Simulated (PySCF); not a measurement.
# C2H2FS− (SMILES C=C(F)[S-]) at 5 levels

Aim: a comparison of 5 runs (PBE-D3(BJ)/ATZP, PBE/ATZP, RI-MP2/pcseg-0, SOS-MP2/6-311G*) of C2H2FS−. 

The results are computed with PySCF 2.14.0.

1 further run of the same task is left out (set aside as unsound or not needed).

## Step 1: Starting point

The species is C2H2FS− (6 atoms), meant as a singlet with charge -1. As SMILES, `C=C(F)[S-]`. The shape is that of a GFN2-xTB optimisation.

Bond lengths: C1–C2 1.339 Å, C2–F3 1.399 Å, C2–S4 1.684 Å, C1–H5 1.074 Å, C1–H6 1.079 Å. Angles: C1–C2–F3 114.8°, C1–C2–S4 129.1°, F3–C2–S4 116.1°, C2–C1–H5 120.2°, C2–C1–H6 121.5°, H5–C1–H6 118.3°.

## Step 2: The charge distribution at PBE-D3(BJ)/ATZP (sfX2C, Coulomb fitting set) (run 1)

The input, run.py:

```python
# C=C(F)[S-]
import numpy
from pyscf import gto, scf, dft, lo

mol = gto.Mole()
mol.atom = '''
C   -0.134120   0.748510   0.017720
C    0.106370  -0.569060  -0.000420
F    0.607450  -1.090970   1.196540
S   -0.110620  -1.670340  -1.255710
H   -0.520330   1.238760  -0.856410
H    0.051250   1.343090   0.898280
'''
mol.basis = 'atzp'
mol.symmetry = True
mol.max_memory = 1860
mol.charge = -1
mol.verbose = 4
mol.build()

calc0 = dft.RKS(mol)
calc0.xc = 'pbe'
calc0 = calc0.sfx2c1e()
calc0 = calc0.density_fit(auxbasis='def2-universal-jfit')
calc0.disp = 'd3bj'
calc0.kernel()

e_final = calc0.e_tot
print('Final energy', e_final)
dip = calc0.dip_moment()
pop, q = calc0.mulliken_pop()
quad = calc0.quad_moment()
occ = calc0.mo_coeff[:, calc0.mo_occ > 0]
iaos = lo.vec_lowdin(lo.iao.iao(mol, occ), calc0.get_ovlp())
c = iaos.T @ calc0.get_ovlp() @ occ
pop_iao, q_iao = scf.hf.mulliken_pop(lo.iao.reference_mol(mol), (c * calc0.mo_occ[calc0.mo_occ > 0]) @ c.T, numpy.eye(c.shape[0]), verbose=0)
print('IAO charges', numpy.round(q_iao, 4))
```

Started as:

```bash
$ OMP_NUM_THREADS=1 python run.py
```

Standard output:

```text
PySCF version 2.14.0

[... 92 lines left out ...]
converged SCF energy = -576.361115017294
Final energy -576.3611150172941
Dipole moment(X, Y, Z, Debye): -0.14146,  5.70291,  2.74704
[... 253 lines left out ...]
IAO charges [-0.5334  0.1444 -0.3353 -0.5389  0.142   0.1211]
```

Wall time 31 s (1 thread of Arm Neoverse V1, shared host); peak memory 0.75 GiB.

Atomic charges (e):

```tsv
atom	Mulliken	IAO
C1	+0.087	-0.533
C2	+0.640	+0.144
F3	-0.471	-0.335
S4	-1.114	-0.539
H5	-0.014	+0.142
H6	-0.128	+0.121
```

## Step 3: Energy and one-electron properties at PBE/ATZP (sfX2C, Coulomb fitting set) (run 2)

The input, input.py:

```python
import numpy
from pyscf import gto, scf, dft, lo

molecule = gto.M(
    atom='''
C       -0.134120       0.748510       0.017720
C        0.106370      -0.569060      -0.000420
F        0.607450      -1.090970       1.196540
S       -0.110620      -1.670340      -1.255710
H       -0.520330       1.238760      -0.856410
H        0.051250       1.343090       0.898280
''',
    spin=0,
    max_memory=1860,
    basis='atzp',
    charge=-1,
    symmetry=True,
    verbose=4,
)

mf = dft.RKS(molecule)
mf.xc = 'pbe'
mf = mf.x2c()
mf = mf.density_fit(auxbasis='def2-universal-jfit')
mf.kernel()

etot = mf.e_tot
print(f'total energy: {etot:.8f} hartree')
mf.analyze()
quad = mf.quad_moment()
occ = mf.mo_coeff[:, mf.mo_occ > 0]
iaos = lo.vec_lowdin(lo.iao.iao(molecule, occ), mf.get_ovlp())
c = iaos.T @ mf.get_ovlp() @ occ
pop_iao, q_iao = scf.hf.mulliken_pop(lo.iao.reference_mol(molecule), (c * mf.mo_occ[mf.mo_occ > 0]) @ c.T, numpy.eye(c.shape[0]), verbose=0)
print('IAO charges', numpy.round(q_iao, 4))
```

Started as:

```bash
$ OMP_NUM_THREADS=1 python input.py
```

Standard output:

```text
PySCF version 2.14.0

[... 129 lines left out ...]
MO #29  energy= 0.190088615593786  occ= 0
[... 42 lines left out ...]
MO #72  energy= 0.761826935341469  occ= 0
[... 42 lines left out ...]
MO #115 energy= 1.4639587483267    occ= 0
[... 42 lines left out ...]
MO #158 energy= 2.73720365943646   occ= 0
[... 42 lines left out ...]
MO #201 energy= 4.32158552921916   occ= 0
[... 294 lines left out ...]
Dipole moment(X, Y, Z, Debye): -0.14146,  5.70291,  2.74704
[... 2 lines left out ...]
IAO charges [-0.5334  0.1444 -0.3353 -0.5389  0.142   0.1211]
```

It took 31 s on 1 thread of Arm Neoverse V1, shared host; peak memory 0.75 GiB.

Atomic charges (e):

```tsv
atom	Mulliken	IAO
C1	+0.087	-0.533
C2	+0.640	+0.144
F3	-0.471	-0.335
S4	-1.114	-0.539
H5	-0.014	+0.142
H6	-0.128	+0.121
```

## Step 4: Energy and one-electron properties at PBE-D3(BJ)/ATZP (sfX2C, Coulomb fitting set, Cartesian functions) (run 3)

The input, input.py:

```python
import numpy
from pyscf import gto, scf, dft, lo

molecule = gto.Mole()
molecule.atom = '''
C     -0.134120     0.748510     0.017720
C      0.106370    -0.569060    -0.000420
F      0.607450    -1.090970     1.196540
S     -0.110620    -1.670340    -1.255710
H     -0.520330     1.238760    -0.856410
H      0.051250     1.343090     0.898280
'''
molecule.basis = 'atzp'
molecule.charge = -1
molecule.spin = 0
molecule.cart = True
molecule.max_memory = 1860
molecule.symmetry = True
molecule.verbose = 4
molecule.build()

myscf = dft.RKS(molecule, xc='pbe')
myscf = myscf.sfx2c1e()
myscf = myscf.density_fit(auxbasis='def2-universal-jfit')
myscf.disp = 'd3bj'
myscf.kernel()

etot = myscf.e_tot
print('E = %.10f Eh' % etot)
dip = myscf.dip_moment()
pop, q = myscf.mulliken_pop()
quad = myscf.quad_moment()
occ = myscf.mo_coeff[:, myscf.mo_occ > 0]
iaos = lo.vec_lowdin(lo.iao.iao(molecule, occ), myscf.get_ovlp())
c = iaos.T @ myscf.get_ovlp() @ occ
pop_iao, q_iao = scf.hf.mulliken_pop(lo.iao.reference_mol(molecule), (c * myscf.mo_occ[myscf.mo_occ > 0]) @ c.T, numpy.eye(c.shape[0]), verbose=0)
print('IAO charges', numpy.round(q_iao, 4))
```

Started as:

```bash
$ OMP_NUM_THREADS=1 python input.py
```

Standard output:

```text
PySCF version 2.14.0

[... 93 lines left out ...]
converged SCF energy = -576.367472540079
[... 1 line left out ...]
Dipole moment(X, Y, Z, Debye): -0.13882,  5.68655,  2.74580
[... 293 lines left out ...]
IAO charges [-0.5343  0.1447 -0.3356 -0.5383  0.1422  0.1213]
```

Run time: 38 s. Hardware: 1 thread of Arm Neoverse V1, shared host; peak memory 0.86 GiB.

Atomic charges (e):

```tsv
atom	Mulliken	IAO
C1	-0.009	-0.534
C2	+0.302	+0.145
F3	-0.393	-0.336
S4	-0.763	-0.538
H5	-0.093	+0.142
H6	-0.043	+0.121
```

Run 4 isn't shown in full; the table further down has it.

## Step 5: The energy at SOS-MP2/6-311G(d) (Cartesian functions) (run 5)

The input, geometry.xyz:

```xyz
6

C     -0.134120     0.748510     0.017720
C      0.106370    -0.569060    -0.000420
F      0.607450    -1.090970     1.196540
S     -0.110620    -1.670340    -1.255710
H     -0.520330     1.238760    -0.856410
H      0.051250     1.343090     0.898280
```

The input, job.py:

```python
from pyscf import gto, mp

molecule = gto.Mole()
molecule.atom = 'geometry.xyz'
molecule.cart = True
molecule.charge = -1
molecule.spin = 0
molecule.max_memory = 1860
molecule.verbose = 4
molecule.basis = '6-311g*'
molecule.build()

myscf = molecule.RHF()
myscf.level_shift = 0.2
myscf.diis_space = 16
myscf.kernel()

pt = mp.MP2(myscf, frozen=8).run()
e_final = myscf.e_tot + 1.3 * pt.e_corr_os
print('Final energy', e_final)
```

Started as:

```bash
$ OMP_NUM_THREADS=1 python job.py
```

Standard output:

```text
PySCF version 2.14.0

[... 67 lines left out ...]
converged SCF energy = -573.913551601913
[... 1 line left out ...]
******** <class 'pyscf.mp.mp2.RMP2'> ********
nocc = 12, nmo = 82
frozen orbitals 8
E(RMP2) = -574.525367592383  E_corr = -0.611815990470256
E(SCS-RMP2) = -574.507387703802  E_corr = -0.593836101889491
E_corr(same-spin) = -0.161934330778634
E_corr(oppo-spin) = -0.449881659691622
Final energy -574.4983977595119
```

It took 2.2 s on 1 thread of Arm Neoverse V1, shared host; peak memory 0.21 GiB.

## Step 6: All runs side by side

```tsv
run	level	Cartesian functions	task	energy (Eh)	HOMO energy (eV)	LUMO energy (eV)	HOMO–LUMO gap (eV)	wall time
1	PBE-D3(BJ)/ATZP (sfX2C, Coulomb fitting set)	no	properties	-576.361115	0.47	2.78	2.31	31 s
2	PBE/ATZP (sfX2C, Coulomb fitting set)	no	properties	-576.357070	0.47	2.78	2.31	31 s
3	PBE-D3(BJ)/ATZP (sfX2C, Coulomb fitting set, Cartesian functions)	yes	properties	-576.367473	0.47	2.75	2.27	38 s
4	RI-MP2/pcseg-0	no	energy	-573.191308	-2.29	10.30	12.59	0.97 s
5	SOS-MP2/6-311G* (Cartesian functions)	yes	energy	-574.498398	-2.59	9.07	11.66	2.2 s
```

## Step 7: What came out

| quantity | value |
| --- | --- |
| run 5: total energy | -574.49840 Eh |
| run 5: HOMO energy (Hartree–Fock orbitals) | -2.59 eV |
| run 5: LUMO energy (Hartree–Fock orbitals) | 9.07 eV |
| run 5: HOMO–LUMO gap (to an unbound level, set by the basis) | 11.66 eV |
| run 5: correlation energy (8 core orbitals frozen) | -584.8 mEh |

Some runs of one species differ in core potentials or relativity; totals across that change don't compare. In runs 1, 2, 3 the HOMO lies above zero, so the outermost electron may be held by the basis alone. All runs together took 1.7 min, the longest 38 s.
